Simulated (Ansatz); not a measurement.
**C₃H₇N: basis-set convergence**

One table from this session's results is given with a row withheld; the runs are named, their logs left out.

Program: Ansatz 0.2.0, Gaussian basis. Level of theory: one geometry, several basis sets. These are calculated values, not measurements.

The runs, in order: PBE0-D4/def2-SVP; ωB97M-V/def2-SVP; PBE0-D4/def2-QZVPP; ωB97M-V/def2-QZVPP; the functionals' def2-TZVPP values are taken from earlier runs.

1 further run of the same task is left out (it didn't finish).

**The relaxed structure**

The geometry comes from an earlier relaxation with PBE0-D4 in a triple-zeta def2 set; it is a stationary point, not always the lowest conformer.

SMILES `NC1CC1`, 11 atoms, charge 0, spin multiplicity 1.

Atoms are counted from 1 here; the program's logs count them from 0.

Bond lengths: N1–C2 1.432 Å, N1–H5 1.012 Å, N1–H6 1.012 Å, C2–C3 1.495 Å, C2–C4 1.495 Å, C2–H7 1.090 Å, C3–C4 1.500 Å, C3–H8 1.083 Å, C3–H9 1.083 Å, C4–H10 1.083 Å, C4–H11 1.083 Å. Angles: C2–N1–H5 111.1°, C2–N1–H6 111.1°, H5–N1–H6 107.7°, N1–C2–C3 116.9°, N1–C2–C4 116.9°, N1–C2–H7 118.3°, C3–C2–C4 60.2°, C3–C2–H7 115.7°, C4–C2–H7 115.7°, C2–C3–C4 59.9°, C2–C3–H8 118.4°, C2–C3–H9 116.3°, C4–C3–H8 118.6°, C4–C3–H9 117.1°, H8–C3–H9 115.4°, C2–C4–C3 59.9°, C2–C4–H10 118.4°, C2–C4–H11 116.3° and more.

Set-up of the first run:

Contents of in.yaml:

```yaml
crystal:
  periodic: [false, false, false]
  atoms:
    - {symbol: N, position_ang: [-1.135522, 0.917283, -0.437489]}
    - {symbol: C, position_ang: [0.169602, 0.484596, -0.035747]}
    - {symbol: C, position_ang: [0.236429, -0.640950, 0.946444]}
    - {symbol: C, position_ang: [0.601350, -0.873270, -0.489400]}
    - {symbol: H, position_ang: [-1.110661, 1.345610, -1.354472]}
    - {symbol: H, position_ang: [-1.508495, 1.599295, 0.211119]}
    - {symbol: H, position_ang: [0.960543, 1.230862, 0.044523]}
    - {symbol: H, position_ang: [1.026737, -0.632344, 1.686417]}
    - {symbol: H, position_ang: [-0.711622, -1.038943, 1.285136]}
    - {symbol: H, position_ang: [1.643534, -1.025014, -0.740492]}
    - {symbol: H, position_ang: [-0.106597, -1.424125, -1.095440]}
basis:
  gaussian: {orbitals: def2-SVP}
hamiltonian: {xc: pbe0, dispersion: d4}
output: {orbitals: {seedname: orbitals}}
```

The run is started by

```bash
$ ansatz run in.yaml --threads 4 --pin off --events-out ev --progress --plain --max-ram 10444MiB
```

Steps of the session up to this table: PBE0-D4 in def2-SVP; ωB97M-V in def2-SVP; PBE0-D4 in def2-QZVPP; ωB97M-V in def2-QZVPP.

One table of the session follows, with a row left open; its other results are not shown here.

It belongs to the step «Functionals by basis». 

```
functional       basis  HOMO (eV)  LUMO (eV)
   PBE0-D4    def2-SVP      -6.66       2.03
   PBE0-D4  def2-TZVPP      -6.90       1.31
   PBE0-D4  def2-QZVPP      -6.94       0.82
   ωB97M-V    def2-SVP      -9.06       3.68
   ωB97M-V  def2-TZVPP          ?          ?
   ωB97M-V  def2-QZVPP      -9.33       1.93
```

**Question.** Estimate the row for ωB97M-V, def2-TZVPP.

**Answer.** HOMO (eV): -9.29; LUMO (eV): 2.68. In the column «HOMO (eV)» it lies between ωB97M-V, def2-QZVPP (-9.33) and ωB97M-V, def2-SVP (-9.06).
